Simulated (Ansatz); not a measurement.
# NH₂S+ (triplet): wave-function methods side by side, def2-TZVPP

One table from this session's results is given with a row withheld; the runs are named, their logs left out.

Program: Ansatz 0.2.0, Gaussian basis. Level of theory: def2-TZVPP, core rule «outside noble gas», up to 6 orbitals frozen. These are calculated values, not measurements.

The runs, in order: UHF; ROHF; CCSD(T) on UHF.

2 further runs of the same task are left out: 2 set aside as unsound or not needed.

## The system

The geometry is a PBE0/def2-TZVP stationary point (not a proven minimum) of the parent state, kept for this charge and spin.

4 atoms, charge 1, spin multiplicity 3.

Atoms are counted from 1 here; the program's logs count them from 0.

Bond lengths: N1–S2 1.625 Å, N1–H3 1.024 Å, S2–H4 1.348 Å. Angles: S2–N1–H3 104.9°, N1–S2–H4 97.5°.

The first run:

in.yaml

```yaml
crystal:
  periodic: [false, false, false]
  atoms:
    - {symbol: N, position_ang: [0.000000, -0.187817, 1.099702]}
    - {symbol: S, position_ang: [0.000000, 0.096160, -0.500007]}
    - {symbol: H, position_ang: [0.000000, 0.740397, 1.531227]}
    - {symbol: H, position_ang: [0.000000, -1.189495, -0.906663]}
basis:
  gaussian: {orbitals: def2-TZVPP}
total_charge: 1
magnetization: {spin_polarized: true, initial_magnetization: 2}
hamiltonian: {xc: hf}
output: {orbitals: {seedname: orbitals}}
```

Started as:

```sh
ansatz run in.yaml --threads 1 --pin off --events-out ev --progress --plain --max-ram 4096MiB --backend cpu
```

Among the steps run: UHF; ROHF; CCSD(T) on UHF.

One table of the session follows, with a row left open; its other results are not shown here.

It belongs to the step «Misses and costs». 

```
  method  from UCCSD(T) (kJ/mol)
    ROHF                 +1022.5
     UHF                  +978.9
    UMP2                  +138.8
   UCCSD                       ?
UCCSD(T)                       0
```

Estimate the missing values for UCCSD.

The run gave: from UCCSD(T) (kJ/mol): +43.3. In the column «from UCCSD(T) (kJ/mol)» it lies between UCCSD(T) (0) and UMP2 (+138.8).
